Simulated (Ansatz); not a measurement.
Si(NH2)H3 (SiNH₅). The state is a singlet with charge 0. Geometry relaxed at PBE0-D4/def2-TZVP.

```csv
atom,x (Å),y (Å),z (Å)
Si1,0.597,-0.125,-0.251
N2,-0.902,0.368,0.433
H3,-1.172,0.027,1.341
H4,-1.710,0.478,-0.160
H5,1.651,0.061,0.779
H6,0.866,0.736,-1.432
H7,0.670,-1.544,-0.711
```

Problem. Estimate the harmonic wavenumbers at RKS PBE0-D4/def2-TZVP (Ansatz, unscaled). Is this a minimum?

Solution. 178, 392, 625, 701, 852, 916, 924, 978, 984, 1586, 2177, 2229, 2233, 3601, 3693 cm⁻¹. Yes, no mode is imaginary beyond noise. Zero-point energy 132.0 kJ/mol. It took 14 s on 4 threads of Arm Neoverse V2 on a shared host.
